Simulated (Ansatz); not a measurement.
[BH₂···H···SiH], doublet along the distance B1-H4

Starting geometry:

```csv
atom,x (Å),y (Å),z (Å)
B,-2.0452,0.0347,0.0000
H,-2.6419,1.0683,0.0000
H,-2.6419,-0.9988,0.0000
H,-0.8517,0.0347,0.0000
Si,0.9588,0.0347,0.0000
H,1.3552,-1.4448,0.0000
```

From there H4 is moved from one fragment to the other while all else, the fragments' distance too, stays fixed; atoms are numbered as listed. Energies are in eV, counted from the starting geometry at the same level.

Basis cc-pVDZ; Ansatz 0.2.0. Only valence electrons are correlated (noble-gas cores frozen). R marks a restricted (for open shells ROHF) determinant, U an unrestricted one.

A value is left out where its run failed or describes another state than the reference as far as symmetry and spin tell, or, spin-broken singlets apart, can't be checked.

Full CI isn't at hand for all of this; UCCSDT(Q) serves as the reference, and is uncertain by about the last step of the cluster series. The frozen core follows each run's orbitals, which can shift R against U totals by a few meV.

```csv
distance B1-H4 (Å),UCCSDT(Q),error UMP2,error RCCSD,error RCCSD(T),error BCCD(T),error RCCSDT,error UCCSDT
1.110,0.135,-0.015,-0.014,-0.004,-0.004,-0.001,-0.001
1.194,0.000,0.000,0.000,0.000,0.000,0.000,0.000
1.246,0.012,0.013,0.011,0.003,0.003,0.001,0.001
1.299,0.081,0.028,0.023,0.007,0.007,0.002,0.002
1.352,0.197,0.048,0.038,0.012,0.012,0.003,0.003
1.405,0.352,0.071,0.056,0.018,0.019,0.005,0.005
1.458,0.543,0.099,0.077,0.026,0.027,0.008,0.008
1.511,0.770,0.134,0.102,0.035,0.037,0.012,0.012
1.564,–,–,–,–,–,–,–
```

Errors are those of relative energies. In total energy the starting point itself misses UCCSDT(Q) by: UMP2 1.457, RCCSD 0.176, RCCSD(T) 0.042, BCCD(T) 0.041, RCCSDT 0.006, UCCSDT 0.006 eV.

Spread of the error over the points with a reference, to 1.511 Å (largest less smallest): RCCSDT 0.013, UCCSDT 0.013, RCCSD(T) 0.039, BCCD(T) 0.041, RCCSD 0.116, UMP2 0.149 eV.
